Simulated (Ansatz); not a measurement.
**Tetradymite Bi₂Te₃**

The numbers are results of PBE-D3(BJ) (Ansatz, a quantum-chemistry and plane-wave program, plane waves, PAW), not measurements.

Numerical settings: plane-wave cutoff 500 eV, 10×10×10 k mesh, Fermi–Dirac smearing 0.05 eV, scalar-relativistic PAW data made under PBE.

Cell (relaxed at this level):

Bi2Te3 is taken in the trigonal space group R-3m, hexagonal axes (No. 166), Pearson symbol hR5. Cell: a = b = 4.387 Å, c = 30.295 Å, α = β = 90.00°, γ = 120.00°. Bi on 6c has 3 Te at 3.068 Å and 3 Te at 3.242 Å (octahedral). Te1 on 6c sees 3 Bi at 3.068 Å (trigonal pyramidal). Te2 on 3a sees 6 Bi at 3.242 Å (octahedral). (Neighbours: up to the widest gap in distance over summed covalent radii, below 1.35, at either atom; cation-cation and far metal-metal contacts left out.)
(The calculation used a cell of 5 atoms; values per cell refer to that cell.)

```json
{
 "band_gap": "0.26 eV (on the SCF k mesh)"
}
```

Spin–orbit coupling is not included; with these elements it can move the gap by several tenths of an eV or more.

Static lattice: no zero-point or thermal effects.
